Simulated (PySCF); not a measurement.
Species: 1,3,4-oxdiazole, C₂H₂N₂O.
Atom-mapped SMILES: `[cH:1]1[n:2][n:3][cH:4][o:5]1` (hydrogens: H6 on C1; H7 on C4)

Theory: core-valence-separated Tamm–Dancoff BHandHLYP/aug-pcX-1 (pcseg-1 on H) in PySCF, non-relativistic, gas phase, PBE0-D3(BJ)/def2-SVP geometry.

Computed oxygen K-edge spectrum, Gaussian lines of 0.4 eV full width, highest printed point 100; it ends one width below the last computed root. No empirical shift is added; at this level the pattern usually sits a few eV under experiment.

photon energy (eV), absorption and a bar:
```
    532.5          1 
    532.6          4 #
    532.7         14 ####
    532.8         34 ##########
    532.9         58 #################
    533.0         70 #####################
    533.1         60 ##################
    533.2         36 ###########
    533.3         16 #####
    533.4          5 #
    533.5          1 
    533.6          0 
    533.7          0 
    533.8          0 
    533.9          0 
    534.0          0 
    534.1          0 
    534.2          0 
    534.3          0 
    534.4          0 
    534.5          0 
    534.6          0 
    534.7          0 
    534.8          0 
    534.9          0 
    535.0          0 
    535.1          0 
    535.2          0 
    535.3          0 
    535.4          0 
    535.5          0 
    535.6          0 
    535.7          0 
    535.8          0 
    535.9          0 
    536.0          0 
    536.1          0 
    536.2          0 
    536.3          0 
    536.4          0 
    536.5          0 
    536.6          0 
    536.7          3 #
    536.8         10 ###
    536.9         27 ########
    537.0         56 #################
    537.1         85 ##########################
    537.2        100 ##############################
    537.3         96 #############################
    537.4         79 ########################
    537.5         56 #################
    537.6         31 #########
```

Problem. Assign the maxima to core holes.

Solution. 2 maxima:
- 533.0 eV: O5 (furan-type oxygen), 533.00 eV, f = 0.035, 1s→π*, 100 % of the height at the exact maximum
- 537.2 eV: O5 (furan-type oxygen), 537.17 eV, f = 0.032, 60 % of the height at the exact maximum; O5 (furan-type oxygen), 537.42 eV, f = 0.025, 27 % of the height at the exact maximum; O5 (furan-type oxygen), 537.09 eV, f = 0.009, 13 % of the height at the exact maximum

Roots within 0.03 eV on the same or equivalent atoms count as one line; shares under 12 % aren't listed.

Vibrational structure and lifetime widths aren't in the curve. The ionisation threshold wasn't computed; near and above it a finite basis only mimics Rydberg series and continuum.

The run took about 25 s of CPU time (one thread, shared machine).
